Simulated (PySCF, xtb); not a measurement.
CS, SMILES [S+]#[C-].

GFN2-xTB (xtb) at its own geometry gives an orbital gap of 3.40 eV and a dipole moment of 1.50 D.

Geometry optimised at PBE0-D3(BJ)/def2-TZVPD.

Question: What does PySCF with r2SCAN/def2-TZVPD give? (An estimate is asked for; the answer gives what the named calculation found.)

Answer: gap 4.49 eV (levels -7.72 and -3.22 eV), dipole 2.00 D.
